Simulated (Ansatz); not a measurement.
Two isomers of C4H5F: A = `C=CC(=C)F`, B = `CC1=C(F)C1`.

Gas-phase electronic energies from Ansatz, PBE0-D4/def2-TZVP geometries. CCSD(T)/CBS adds triple-zeta CCSD(T) − MP2 to the extrapolated MP2 energy (def2 sets, frozen cores). Functionals use def2-TZVPP. B3LYP here is the variant with VWN-RPA as its local correlation; programs differ in this. One conformer a species, not always the lowest.

Which is lower in electronic energy at CCSD(T)/CBS, and by how much? (Estimate.)

Ansatz gave: A, by 38.4 kcal/mol.

Give E(B) − E(A) in kcal/mol with B3LYP-D4, CCSD/def2-TZVPP, B3LYP, MP2/def2-TZVPP, ωB97M-V, r2SCAN-D4, BLYP-D4. (An estimate is asked.)

The calculation gave: B3LYP-D4 39.5, CCSD/def2-TZVPP 38.1, B3LYP 39.1, MP2/def2-TZVPP 34.8, ωB97M-V 36.4, r2SCAN-D4 37.2, BLYP-D4 40.3. None reverses the order clearly.

Does the order hold for the free energy at 298.15 K (harmonic terms from PBE0-D4)? (Best estimate.)

The calculation gave: Yes: G(B) − G(A) = +38.1 kcal/mol, for one conformer each.

Largest T1 diagnostic: 0.012.

From r2SCAN to r2SCAN0 (25 % exact exchange), in def2-TZVPP and without D4, E(B) − E(A) moves by −1.3 kcal/mol. At CCSD(T), def2-SVP lies −2.7 kcal/mol from the extrapolated value and def2-TZVPP −0.2 kcal/mol.
